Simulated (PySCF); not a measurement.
DMSO (C₂H₆OS), SMILES S(C)(C)=O. Atoms are numbered in the order given.

```xyz
10

C     -0.1853    -0.8117    -1.3666
S      0.4521     0.2373     0.0000
C     -0.1853    -0.8117     1.3666
O     -0.3951     1.4856     0.0000
H      0.0485    -0.2751    -2.2960
H      0.3033    -1.7973    -1.3612
H     -1.2756    -0.8981    -1.2515
H     -1.2756    -0.8981     1.2515
H      0.0485    -0.2751     2.2960
H      0.3033    -1.7973     1.3612
```
Charge 0, spin multiplicity 1.

The structure is a stationary point at B3LYP-D3(BJ)/def2-SVP.

Level of theory: PySCF with HF/def2-TZVP.

Symmetry labels are those of the subgroup Cs that the program uses (full group Cs).

### Question
List the valence orbital energies around the gap with their symmetry. (Estimate from the structure and the level; the computed values follow.)

### Answer

```tsv
orbital	symmetry	energy (eV)
HOMO−7	A'	-16.90
HOMO−6	A"	-16.78
HOMO−5	A"	-15.87
HOMO−4	A'	-15.21
HOMO−3	A"	-14.70
HOMO−2	A'	-13.93
HOMO−1	A"	-11.30
HOMO	A'	-10.02
LUMO	A'	3.54
LUMO+1	A"	4.01
LUMO+2	A'	4.77
LUMO+3	A'	5.08
```
